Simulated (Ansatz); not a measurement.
We consider hcp Lu, described by r²SCAN-D4 (PAW; Ansatz, a first-principles code).

Input:

Ansatz 0.2 input:
```yaml
crystal:
  lattice:
    - [1.7489930059, -3.0293447484, 0.0]
    - [1.7489930059, 3.0293447484, 0.0]
    - [0.0, 0.0, 5.4392360646]
  atoms:
    - { symbol: Lu, position: [0.3333333333, 0.6666666667, 0.25] }
    - { symbol: Lu, position: [0.6666666667, 0.3333333333, 0.75] }
basis:
  ecutwfc: 560
  ecutrho_ratio: 4
  xc_grid: 3
kpoints:
  mp_grid: { grid: [18, 18, 10] }
hamiltonian:
  xc: r2scan
  dispersion: d4
  pseudopotentials: { kind: paw }
scf:
  occupations: { method: fermi_dirac, width: 0.05 }
  convergence: { dr2_threshold: 0.0000000002 }
output:
  forces: true
  stress: true
  eigenvalues: true
```

Excerpt of the program's output:

```
Crystal: 2 atoms, lattice volume = 57.637 Å³
Basis set: ecut = 560 eV, 1749 PW (Γ), exchange–correlation on 81×81×135 points (27 copies of the dense FFT grid, shifted against one another)
Bands: 30, of which v1, the nominal top of the filled ones, is band 25 counted from 1 (24 counted from 0)
Symmetry: 24 space group operations
Space group: P63/mmc (ITA 194), of the structure as read, at distance tolerance 3.9e-5 Å
k-points: 222 of 3240
Functional: x = r2scan, c = r2scan; τ floored in thin density (d = 2e-4 eV/Å³)
SCF iter   1: F=—  HF=-29487.532767 eV  |F-HF|=—  |Δ(HF+E_count)|=         —  Δρ=9.37e-3  dr2=3.04e-2  dr2_τ=2.04e-2
SCF iter   2: F=—  HF=-29487.534825 eV  |F-HF|=—  |Δ(HF+E_count)|=   2.06e-3  Δρ=6.70e-3  dr2=1.15e-2  dr2_τ=4.62e-3
  ...
SCF converged after 9 iterations
Free energy (F): -29487.523989 eV
Internal energy: -29487.496417 eV  (E = F + TS)
E sigma→0 (E₀):  -29487.510203 eV
Fermi energy:    13.793366 eV
--- Forces (eV/Å), atoms counted from 1 ---
  atom   1  Lu     0.00000000    -0.00000000     0.00000000
  atom   2  Lu     0.00000000     0.00000000    -0.00000000
Crystal: 2 atoms, lattice volume = 57.637 Å³
Bands: 31, of which v1, the nominal top of the filled ones, is band 25 counted from 1 (24 counted from 0)
Initial density: handed on by an earlier stage of this run
SCF iter   2: F=—  HF=-29487.523989 eV  |F-HF|=—  |Δ(HF+E_count)|=   3.77e-7  Δρ=5.79e-7  dr2=1.56e-10  dr2_τ=4.93e-12
SCF iter   3: F=-29487.523989 eV  HF=-29487.523989 eV  |F-HF|=2.55e-11  |Δ(HF+E_count)|=  4.37e-11  Δρ=3.51e-7  dr2=7.81e-11  dr2_τ=4.61e-12
SCF 2 converged in 3 iterations: F = -29487.523989 eV  dr2 = 7.81e-11
SCF converged after 12 iterations (9 of them on 30 bands)
Free energy (F): -29487.523989 eV
Internal energy: -29487.496417 eV  (E = F + TS)
E sigma→0 (E₀):  -29487.510203 eV
Fermi energy:    13.793366 eV
--- Forces (eV/Å), atoms counted from 1 ---
  atom   1  Lu     0.00000000     0.00000000     0.00000000
  atom   2  Lu    -0.00000000     0.00000000    -0.00000000
--- Stress (GPa, compression-positive) ---
       -0.012909       0.000000      -0.000000
        0.000000      -0.012909      -0.000000
       -0.000000      -0.000000       0.014746
  P = ⅓ Tr σ = -0.0037 GPa (-0.037 kbar)
```

The PAW data were made under PBE.
